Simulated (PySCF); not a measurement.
# C3H6FN: full NMR table

* Formula: C3H6FN
* SMILES: C=C(F)CN
* Point group of the computed structure: C1
* Degrees of unsaturation: 1
* Carbon signals: 3
* Proton signals: 4

Bonds (- single, = double, # triple, : aromatic): C1=C2 1.330 Å, C2-F3 1.343 Å, C2-C4 1.496 Å, C4-N5 1.449 Å. C1 carries H6, H7; C4 carries H8, H9; N5 carries H10, H11. H6 is cis to F3; H7 is trans to F3.

[PySCF: PBE0-D3(BJ)/def2-SVP geometry; PBE0/pcSseg-1 with gauge-including orbitals; spin–spin couplings from B3LYP/pcJ-1 (spin–dipole term only in couplings to heteroatoms); in vacuum; one conformer; non-relativistic; one averaged value for each set of equivalent atoms]

Referencing at the same level of theory: 1H (σref 31.27), 13C (σref 184.41) against TMS; 19F (σref 177.25) against CFCl3; 15N (σref 265.67) against NH3.

| carbon | δC, type | δH (multiplicity, J in Hz) | HMBC from (abs. J ≥ 3 Hz) | span of the C tensor (ppm) |
| --- | --- | --- | --- | --- |
| C1 | 93.2, CH2 | H6 4.61 (dd, 13.7, 1.8); H7 4.38 (dd, 43.2, 1.8) | – | 160 |
| C2 | 177.2, C | – | H6, H7 | 182 |
| C4 | 47.3, CH2 | 3.15 (d, 17.7) | H6, H7 | 40 |

Other nuclei:
```
  atoms  nucleus                    environment  δ (ppm)  σ (ppm)
H10/H11       1H  hydrogen on an amine nitrogen     0.48    30.79
     F3      19F               vinylic fluorine   -101.9    279.2
     N5      15N                 amine nitrogen     32.3    233.3
```

Selected couplings (Hz, signed; the shortest-range and largest first, 30 at most; isotopes 13C, 19F, 1H, 15N): 1J(C2,F3) -326.3, 1J(C1,H7) 172.4, 1J(C1,H6) 170.4, 1J(C4,H8) 141.2, 1J(C1,C2) 91.1, 1J(C2,C4) 52.1, 1J(C4,N5) -3.5, 2J(F3,C4) 28.9, 2J(C1,F3) 21.8, 2J(C1,C4) 8.9, 2J(N5,H8) -3.3, 2J(H6,H7) -1.8, 3J(F3,H7) 43.2, 3J(F3,H8) 17.7, 3J(F3,H6) 13.7, 3J(F3,N5) 3.7.

Carbon types of the structure: 1 × C, 2 × CH2, leaving 2 H on heteroatoms. δC 177.2: fully substituted alkene carbon. δC 93.2: terminal =CH2 carbon. δH 4.61, 4.38: hydrogen on a terminal =CH2 carbon; olefinic region. δH 3.15: hydrogen on an allylic sp3 CH2 bonded to N; its carbon carries N, which withdraws density. δH 0.48: hydrogen on an amine nitrogen; exchangeable; this is the value without hydrogen bonding to other molecules.

OH/NH shifts are gas-phase values; hydrogen bonding in solution moves them, usually downfield. Common functionals overestimate the size of one-bond C–F couplings by tens of Hz; these are unscaled. Multiplet labels drop couplings under 1 Hz and merge nearly equal ones. Shifts are as computed. Against solution values, carbons near 30 ppm lie about +2 ppm off and those near 130 ppm about +5 ppm. Of 1211 compounds with measured shifts, 218 miss one by over three times the rms of a fit or turn the order of signals round; such compounds aren't used in these exercises. Couplings to exchangeable protons are dropped. Unscaled 19F shifts against computed CFCl3 carry errors that often reach 10 to 50 ppm. Experimental scales use liquid or dissolved standards, which lie at an offset from isolated NH3 (liquid NH3: subtract about 20 ppm).
